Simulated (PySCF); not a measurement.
Bonds (- single, = double, # triple, : aromatic): N1-Na2 2.077 Å. N1 carries H3, H4.

Geometry: PBE0-D3(BJ)/def2-SVP; GIAO absolute shieldings from PySCF 2.14, gas phase, non-relativistic, averaged over equivalent atoms.

At PBE0/pcSseg-1 (43 basis functions, 1.4 s wall time on 1 thread of an Arm Neoverse V1, shared host):
| atoms | σ (ppm) |
| --- | --- |
| N1 | 327.5 |
| Na2 | 544.5 |
| H3/H4 | 34.69 |

Q: Predict the values at PBE0/pcSseg-2 on the same geometry.

A: 
```json
{"atoms": "N1", "σ at PBE0/pcSseg-2": "305.5", "change": "-22.0"}
{"atoms": "Na2", "σ at PBE0/pcSseg-2": "553.8", "change": "+9.3"}
{"atoms": "H3/H4", "σ at PBE0/pcSseg-2": "33.91", "change": "-0.78"}
```

The largest change is at N1 (nitrogen bonded to Na, 2 H). Cost: 92 basis functions, 1.5 s wall time on 1 thread of an Arm Neoverse V1, shared host.
